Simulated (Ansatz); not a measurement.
A-type hexagonal La2O3, treated with PBE (PAW; Ansatz, a program for electronic structure).

Settings: plane-wave cutoff 520 eV, 12×12×6 k mesh (along the axes of the cell as run), Fermi–Dirac smearing 0.01 eV, scalar-relativistic PAW data made under PBE.

Shape and atoms are relaxed at each volume.

Pressure at four volumes; x = ln(V/16.642 Å³). One pressure is withheld.

```
V (Å³/atom)        x  P (GPa)
-----------  -------  -------
15.976       -0.0408     4.79
16.642        0.0000    -0.01
16.975        0.0198    -2.07
17.307        0.0392        ?
```

### Question
Pass a parabola P(x) through the three rows shown, estimate the bulk modulus and its pressure derivative near zero pressure, and predict the withheld pressure.

### Answer
Slopes between the rows: (-0.01 − (4.79))/(0.0000 − (-0.0408)) = -117.65 and (-2.07 − (-0.01))/(0.0198 − (0.0000)) = -104.04 GPa. Their difference over the span 0.0606 is c = 13.61/0.0606 = 224.6 GPa, so P(x) = 4.79 + (-117.65)(x − (-0.0408)) + 224.6 (x − (-0.0408))(x − (0.0000)). At the middle row B = −dP/dx = −[-117.65 + 224.6 × 0.0408] = 108.5 GPa, and B′ = dB/dP = 2c/B = 4.1. At x = 0.0392 the parabola gives -3.92 GPa; the run gives -3.96 GPa. The Birch–Murnaghan fit to the energies at all volumes has B0 = 109 GPa and B′ = 3.7.

Measured, for comparison: bulk modulus 113 GPa (300 K, not corrected to a static lattice; as tabulated in Santana et al. (2016), arXiv:1608.06321). Computed less measured: bulk modulus -3.5 %.

Spin–orbit coupling is not included.
